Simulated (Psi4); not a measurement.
# CF3 (trifluoromethyl radical): UMP2/pcseg-2 (density fitting, density fitting for correlation, sweep point 3)

What is the energy change on altering one bond length of CF3 (trifluoromethyl radical) at UMP2/pcseg-2 (density fitting, density fitting for correlation, sweep point 3)? 

The calculation is run with Psi4 1.11.

### Step 1. Starting point

The species is CF3 (4 atoms), meant as a doublet with charge 0. As SMILES, `F[C](F)F`. Geometry: relaxed at PBE0-D4/def2-TZVP.

Bond lengths: F1–C2 1.313 Å, C2–F3 1.313 Å, C2–F4 1.313 Å. Angles: F1–C2–F3 111.4°, F1–C2–F4 111.4°, F3–C2–F4 111.4°.

### Step 2. The energy at UMP2/pcseg-2 (density fitting, density fitting for correlation, sweep point 3)

The input, job.py:

```python
import psi4

psi4.set_memory(1600000000)
psi4.set_num_threads(1)
psi4.core.set_output_file('psi4.out', False)

molecule = psi4.geometry("""
0 2
F     -1.227500     0.024900     0.265400
C     -0.039500    -0.059500    -0.286700
F      0.658900    -1.044900     0.227300
F      0.608100     1.079500    -0.205900
symmetry c1
""")

psi4.set_options({
    'reference': 'uhf',
    'puream': True,
    'scf_type': 'df',
    'num_frozen_docc': 4,
    'maxiter': 150,
})

e, wfn = psi4.energy("mp2/pcseg-2", molecule=molecule, return_wfn=True)
print('E =', round(e, 9))
```

On the command line:

```console
$ python job.py
```

psi4.out:

```text
[...]
  Running in c1 symmetry.
[...]
  Nuclear repulsion =  124.596026532847389
[...]
  Multiplicity = 2
[...]
  Nalpha       = 17
  Nbeta        = 16
[...]
    Number of basis functions: 120
[...]
   @DF-UHF iter   1:  -336.17670622670261   -5.23937e-01   4.03711e-03 DIIS/ADIIS
[...]
   @DF-UHF iter  13:  -336.26716109827430   -6.02540e-12   5.16582e-09 DIIS
[...]
   @S^2 Observed:                7.541306002E-01
[...]
    Orbital Energies [Eh]
    ---------------------
    Alpha Occupied:
       1A    -26.359591     2A    -26.359555     3A    -26.359526
       4A    -11.522533     5A     -1.766694     6A     -1.672559
       7A     -1.672495     8A     -0.999055     9A     -0.858522
      10A     -0.858493    11A     -0.851434    12A     -0.743456
      13A     -0.743426    14A     -0.698167    15A     -0.698136
      16A     -0.678432    17A     -0.480865
    Alpha Virtual:
      18A      0.211731    19A      0.218112    20A      0.218128
      21A      0.223565    22A      0.448708    23A      0.450327
      24A      0.450425    25A      0.560821    26A      0.560842
[...]
  @DF-UHF Final Energy:  -336.26716109827430
   => Energetics <=
    Nuclear Repulsion Energy =            124.5960265328473895
    One-Electron Energy =                -715.8701625420272876
    Two-Electron Energy =                 255.0069749109055408
    Total Energy =                       -336.2671610982743005
  UHF NO Occupations:
  HONO-2 :   15  A 1.9996491
  HONO-1 :   16  A 1.9989371
[...]
 Multipole Moments:
 ------------------------------------------------------------------------------------
     Multipole            Electronic (a.u.)      Nuclear  (a.u.)        Total (a.u.)
 ------------------------------------------------------------------------------------
 L = 1.  Multiply by 2.5417464519 to convert [e a0] to [Debye]
 Dipole X            :         -0.0069757           -0.0259235           -0.0328992
 Dipole Y            :         -0.0108706           -0.0390494           -0.0499199
 Dipole Z            :         -0.0511332           -0.1881753           -0.2393085
 Magnitude           :                                                    0.2466636
[...]
```

Standard output:

```text
E = -337.117257862
```

It took 4.8 s on 1 thread of Intel Xeon Platinum 8175M at 2.50GHz (Skylake/Cascade Lake), shared host; peak memory 0.23 GiB.

### Step 3. The distorted shape

The input, job.py:

```python
import psi4

psi4.set_memory(1600000000)
psi4.set_num_threads(1)
psi4.set_output_file('output.dat', False)

geom = psi4.geometry("""
0 2
F     -1.576684     0.517577     0.008412
C     -0.388684     0.433177    -0.543688
F      0.658900    -1.044900     0.227300
F      0.258916     1.572177    -0.462888
symmetry c1
""")

psi4.set_options({
    'basis': 'pcseg-2',
    'reference': 'uhf',
    'puream': True,
    'scf_type': 'df',
    'num_frozen_docc': 4,
    'maxiter': 150,
})

e, wfn = psi4.energy("mp2", molecule=geom, return_wfn=True)
print(f'total energy {e:.8f} hartree = {e * 27.211386:.5f} eV')
for k, v in sorted(psi4.core.scalar_variables().items()):
    print(f'{k:45s} {v:18.10f}')
```

On the command line:

```console
$ python job.py
```

output.dat:

```text
[...]
  Running in c1 symmetry.
[...]
  Nuclear repulsion =  109.144810445017356
[...]
  Multiplicity = 2
[...]
  Nalpha       = 17
  Nbeta        = 16
[...]
    Number of basis functions: 120
[...]
   @DF-UHF iter   1:  -335.94125980303943   -9.51444e-01   5.34474e-03 DIIS/ADIIS
[...]
   @DF-UHF iter  25:  -336.16301177511298   -1.26192e-11   8.84981e-09 DIIS
[...]
   @S^2 Observed:                1.044528301E+00
[...]
    Orbital Energies [Eh]
    ---------------------
    Alpha Occupied:
       1A    -26.385443     2A    -26.385420     3A    -26.359052
       4A    -11.504418     5A     -1.751737     6A     -1.686403
       7A     -1.628224     8A     -0.982420     9A     -0.845891
      10A     -0.830900    11A     -0.812896    12A     -0.758272
      13A     -0.727076    14A     -0.710747    15A     -0.692782
      16A     -0.689896    17A     -0.521164
    Alpha Virtual:
      18A      0.115624    19A      0.199584    20A      0.211382
      21A      0.239351    22A      0.274166    23A      0.447734
      24A      0.475148    25A      0.533162    26A      0.555298
[...]
  @DF-UHF Final Energy:  -336.16301177511298
   => Energetics <=
    Nuclear Repulsion Energy =            109.1448104450173560
    One-Electron Energy =                -685.2150767105113118
    Two-Electron Energy =                 239.9072544903809785
    Total Energy =                       -336.1630117751129774
  UHF NO Occupations:
  HONO-2 :   15  A 1.9991304
  HONO-1 :   16  A 1.8432675
[...]
 Multipole Moments:
 ------------------------------------------------------------------------------------
     Multipole            Electronic (a.u.)      Nuclear  (a.u.)        Total (a.u.)
 ------------------------------------------------------------------------------------
 L = 1.  Multiply by 2.5417464519 to convert [e a0] to [Debye]
 Dipole X            :         -0.1574378           -0.0832152           -0.2406530
 Dipole Y            :          0.2846601            0.0417856            0.3264457
 Dipole Z            :          0.0238224           -0.2303401           -0.2065177
 Magnitude           :                                                    0.4551156
[...]
```

The script printed:

```text
total energy -336.98649480 hartree = -9169.86959 eV
CURRENT CORRELATION ENERGY                         -0.8234830287
CURRENT ENERGY                                   -336.9864948038
CURRENT REFERENCE ENERGY                         -336.1630117751
CUSTOM SCS-MP2 CORRELATION ENERGY                  -0.7978321847
CUSTOM SCS-MP2 TOTAL ENERGY                      -336.9608439598
DD SOLVATION ENERGY                                 0.0000000000
HF KINETIC ENERGY                                 336.3208248007
HF POTENTIAL ENERGY                              -672.4838365758
HF TOTAL ENERGY                                  -336.1630117751
HF VIRIAL RATIO                                     1.9995307664
MP2 CORRELATION ENERGY                             -0.8234830287
MP2 DOUBLES ENERGY                                 -0.8234830287
MP2 OPPOSITE-SPIN CORRELATION ENERGY               -0.6038513560
MP2 SAME-SPIN CORRELATION ENERGY                   -0.2196316727
MP2 SINGLES ENERGY                                 -0.0000000000
MP2 TOTAL ENERGY                                 -336.9864948038
NUCLEAR REPULSION ENERGY                          109.1448104450
ONE-ELECTRON ENERGY                              -685.2150767105
PCM POLARIZATION ENERGY                             0.0000000000
PE ENERGY                                           0.0000000000
SCF ITERATION ENERGY                             -336.1630117751
SCF ITERATIONS                                     25.0000000000
SCF TOTAL ENERGY                                 -336.1630117751
SCS-MP2 CORRELATION ENERGY                         -0.7978321847
SCS-MP2 TOTAL ENERGY                             -336.9608439598
TWO-ELECTRON ENERGY                               239.9072544904
```

It took 5.4 s on 1 thread of Intel Xeon Platinum 8175M at 2.50GHz (Skylake/Cascade Lake), shared host; peak memory 0.23 GiB.

### Step 4. Summary of results

Level: UMP2/pcseg-2 (density fitting, density fitting for correlation, sweep point 3), 4 core orbitals frozen.

```
                                                                   quantity          value
                                                  first shape: total energy  -337.11726 Eh
    first shape: HOMO energy (Hartree–Fock orbitals) (highest over α and β)      -13.09 eV
     first shape: LUMO energy (Hartree–Fock orbitals) (lowest over α and β)        2.31 eV
                   first shape: correlation energy (4 core orbitals frozen)     -850.1 mEh
                             first shape: ⟨S²⟩ of the reference determinant          0.754
                                              distorted shape: total energy  -336.98649 Eh
distorted shape: HOMO energy (Hartree–Fock orbitals) (highest over α and β)      -13.95 eV
 distorted shape: LUMO energy (Hartree–Fock orbitals) (lowest over α and β)        1.18 eV
               distorted shape: correlation energy (4 core orbitals frozen)     -823.5 mEh
                         distorted shape: ⟨S²⟩ of the reference determinant          1.045
          energy change with the C2–F3 bond stretched from 1.313 to 1.969 Å       3.558 eV
```

In words: With the C2–F3 bond stretched from 1.313 to 1.969 Å the energy rises by 3.56 eV (82 kcal/mol). The first shape isn't relaxed at this level, so the change isn't measured from a minimum. ⟨S²⟩ (distorted shape) is 1.04 where a pure doublet has 0.75: the reference is spin-contaminated.
